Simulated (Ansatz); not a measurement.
Reaction (SMILES): C(C)(N)=O → O=C(C)[NH-] + H+
B3LYP-D3(BJ)/def2-TZVP geometries, fixed; electronic energies without zero-point terms.
Largest species:
```
C
O 1 1.2153
N 1 1.3630 2 122.17
H 3 1.0030 1 122.47 2 -179.98
H 3 1.0062 4 119.16 1 -179.92
C 1 1.5156 2 122.10 3 -179.97
H 6 1.0899 1 108.49 2 -57.78
H 6 1.0899 7 109.20 1 124.50
H 6 1.0900 7 107.54 8 118.34
```

Basis-set convergence of the deprotonation energy at MP2 with Ansatz (a first-principles code). Cartesian d functions, on some or all atoms, in 6-31G*, 6-31+G*; all else is spherical. Cores are frozen. Species with rotatable bonds are taken in one conformer. The proton leaves the site shown, which need not be the most acidic. No added dispersion term, no relativity. Functions are those of the species that has most. Reference: Hartree-Fock in aug-cc-pVQZ plus the correlation part extrapolated as X^-3 from aug-cc-pVTZ and aug-cc-pVQZ, 366.98 kcal/mol, itself unsure by roughly 0.13 kcal/mol (a third of the extrapolation step and of the last Hartree-Fock step). Deviations are taken from unrounded values.

```tsv
basis	functions	deprotonation energy (kcal/mol)
6-31G*	70	379.58
6-31+G*	86	363.64
cc-pVDZ	81	382.80
aug-cc-pVDZ	137	365.08
def2-SVP	81	384.29
def2-SVPD	123	369.32
pcseg-1	81	375.29
aug-pcseg-1	137	365.49
6-311G**	102	380.29
6-311+G**	118	368.76
def2-TZVP	154	370.05
def2-TZVPD	196	366.31
cc-pVTZ	190	374.82
aug-cc-pVTZ	299	366.85
pcseg-2	190	370.53
aug-pcseg-2	299	367.78
def2-TZVPP	194	371.82
def2-TZVPPD	236	368.05
cc-pVQZ	370	370.69
aug-cc-pVQZ	550	367.05
def2-QZVPP	378	369.01
def2-QZVPPD	420	367.81
pcseg-3	405	368.22
aug-pcseg-3	585	367.79
```

What the diffuse functions change, pair by pair:
- 6-31G* to 6-31+G*: 16 more functions, deviation 12.60 to -3.34 kcal/mol
- cc-pVDZ to aug-cc-pVDZ: 56 more functions, deviation 15.82 to -1.90 kcal/mol
- def2-SVP to def2-SVPD: 42 more functions, deviation 17.31 to 2.34 kcal/mol
- pcseg-1 to aug-pcseg-1: 56 more functions, deviation 8.31 to -1.49 kcal/mol
- 6-311G** to 6-311+G**: 16 more functions, deviation 13.31 to 1.78 kcal/mol
- def2-TZVP to def2-TZVPD: 42 more functions, deviation 3.06 to -0.68 kcal/mol
- cc-pVTZ to aug-cc-pVTZ: 109 more functions, deviation 7.84 to -0.14 kcal/mol
- pcseg-2 to aug-pcseg-2: 109 more functions, deviation 3.55 to 0.80 kcal/mol
- def2-TZVPP to def2-TZVPPD: 42 more functions, deviation 4.84 to 1.07 kcal/mol
- cc-pVQZ to aug-cc-pVQZ: 180 more functions, deviation 3.71 to 0.07 kcal/mol
- def2-QZVPP to def2-QZVPPD: 42 more functions, deviation 2.03 to 0.83 kcal/mol
- pcseg-3 to aug-pcseg-3: 180 more functions, deviation 1.23 to 0.80 kcal/mol

Leaving out the reference's own pair, they bring the value nearer the reference by more than 0.13 kcal/mol in 11 of 11 pairs.
